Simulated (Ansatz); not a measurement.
`C1N[SiH2]1` → C• + 5 H• + N• + Si•  (atomization)

Computed with Ansatz on PBE0-D4/def2-TZVP structures; ΔE is electronic, products minus reactants. CBS: MP2 limit from def2 TZ/QZ plus the TZ coupled-cluster correction, frozen cores. This one scheme is used for every species, atoms too. Functionals use def2-TZVPP. No spin–orbit coupling; open shells (•) take unrestricted orbitals. Spin–orbit coupling would lower the free atoms: a little for C, Si.

```csv
species,CAM-B3LYP energy (Eh)
`C1N[SiH2]1`,-385.32057
C•,-37.83702
H•,-0.49881
N•,-54.58263
Si•,-289.37690
```

Q: Work out ΔE.

A: ΔE = 5 × (-0.49881) + (-37.83702) + (-54.58263) + (-289.37690) − (-385.32057) = 1.02997 Eh = +646.3 kcal/mol. CCSD(T)/CBS gives +644.9 kcal/mol.

Largest T1 diagnostic among the species: 0.012.

The D4 term adds +4.7 kcal/mol with B3LYP and +2.4 kcal/mol with PBE0; it sums over pairs of atoms, weighted by their polarisabilities, and B3LYP, whose exchange is more repulsive, gets the larger term. At CCSD(T), def2-SVP lies −47.1 kcal/mol from the extrapolated value and def2-TZVPP −19.7 kcal/mol: correlation converges slowly with the basis, and small sets miss more of it in the bonded molecule than in its fragments. From BLYP to BHLYP (50 % exact exchange), in def2-TZVPP and without D4, ΔE moves by −15.0 kcal/mol: exact exchange takes away binding that semilocal exchange gives to molecules.

B3LYP here is the variant with VWN-RPA as its local correlation; programs differ in this.

For atomizations the MP2-based limit and the directly extrapolated one differ by several kJ/mol either way, and by 10 to 25 for some Ge, Se and Sn compounds, so smaller differences from it don't rank the levels.
